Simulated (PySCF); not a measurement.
CCl4.
Numbering: `[Cl:1][C:2]([Cl:3])([Cl:4])[Cl:5]`

The same species was optimised twice, with GFN2-xTB and with PBE0-D3(BJ)/def2-SVP (PySCF), and the same property calculations (PySCF, gas phase) were run on both structures.

```json
{"coordinate": "Cl1–C2 (Å)", "GFN2-xTB": "1.769", "PBE0-D3(BJ)/def2-SVP": "1.770", "change": "+0.001"}
{"coordinate": "C2–Cl4 (Å)", "GFN2-xTB": "1.769", "PBE0-D3(BJ)/def2-SVP": "1.770", "change": "+0.001"}
{"coordinate": "C2–Cl5 (Å)", "GFN2-xTB": "1.769", "PBE0-D3(BJ)/def2-SVP": "1.770", "change": "+0.001"}
{"coordinate": "C2–Cl3 (Å)", "GFN2-xTB": "1.769", "PBE0-D3(BJ)/def2-SVP": "1.770", "change": "+0.001"}
{"coordinate": "Cl4–C2–Cl5 (°)", "GFN2-xTB": "109.5", "PBE0-D3(BJ)/def2-SVP": "109.4", "change": "-0.1"}
{"coordinate": "Cl1–C2–Cl4 (°)", "GFN2-xTB": "109.5", "PBE0-D3(BJ)/def2-SVP": "109.5", "change": "0.0"}
{"coordinate": "Cl1–C2–Cl5 (°)", "GFN2-xTB": "109.5", "PBE0-D3(BJ)/def2-SVP": "109.5", "change": "0.0"}
{"coordinate": "Cl3–C2–Cl5 (°)", "GFN2-xTB": "109.5", "PBE0-D3(BJ)/def2-SVP": "109.5", "change": "0.0"}
{"coordinate": "Cl1–C2–Cl3 (°)", "GFN2-xTB": "109.5", "PBE0-D3(BJ)/def2-SVP": "109.5", "change": "0.0"}
{"coordinate": "Cl3–C2–Cl4 (°)", "GFN2-xTB": "109.5", "PBE0-D3(BJ)/def2-SVP": "109.5", "change": "0.0"}
```

Rotational constants: A = 1732, B = 1732, C = 1731 MHz (GFN2-xTB) against A = 1730, B = 1730, C = 1730 MHz (PBE0-D3(BJ)/def2-SVP). Point groups within 0.08 Å: Td and Td.

On the GFN2-xTB structure: HOMO (eV) -9.22 [PBE0/pcSseg-1]; LUMO (eV) -1.63 [PBE0/pcSseg-1]; GIAO shielding of Cl1/Cl3/Cl4/Cl5 (mean) (ppm) 319.4 [PBE0/pcSseg-1]; GIAO shielding of C2 (ppm) 50.0 [PBE0/pcSseg-1].

What do these properties become on the PBE0-D3(BJ)/def2-SVP structure?

```csv
property,level,on GFN2-xTB,on PBE0-D3(BJ)/def2-SVP,change
HOMO (eV),PBE0/pcSseg-1,-9.22,-9.22,0.00
LUMO (eV),PBE0/pcSseg-1,-1.63,-1.64,-0.01
"energy, GFN2-xTB geometry as zero (kcal/mol)",PBE0/pcSseg-1,0.0,0.0,0.0
GIAO shielding of Cl1/Cl3/Cl4/Cl5 (mean) (ppm),PBE0/pcSseg-1,319.4,318.2,-1.2
GIAO shielding of C2 (ppm),PBE0/pcSseg-1,50.0,49.7,-0.3
```

The heavy atoms differ by 0.001 Å rms after alignment (one structure mirrored). Among all bonds Cl1–C2, C2–Cl3, C2–Cl4 and C2–Cl5 change most and about equally (+0.001 Å). Changes are differences of the printed values. Neither structure is proved a minimum here.
